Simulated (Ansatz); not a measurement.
Computed with Ansatz.

A structure relaxed at PBE0-D4/def2-TZVP, charge 0, multiplicity 1:

```xyz
11

C     0.561   -0.280   -1.156
C    -0.257    0.482   -0.156
F     0.260    1.730    0.002
F    -1.526    0.656   -0.642
C    -0.436   -0.155    1.210
Cl    1.105   -0.460    2.023
H     0.572    0.276   -2.094
H     0.122   -1.263   -1.326
H     1.580   -0.399   -0.792
H    -0.958   -1.104    1.100
H    -1.023    0.518    1.832
```

Problem. Give its formula and SMILES.

Solution. C3H5ClF2, `CC(F)(F)CCl`.

Problem. Summarise the bond lengths by kind.

Solution. 2 × C–C 1.500 to 1.518 Å; 5 × C–H 1.089 to 1.090 Å; 2 × C–F 1.360 to 1.370 Å; 1 × C–Cl 1.769 Å.
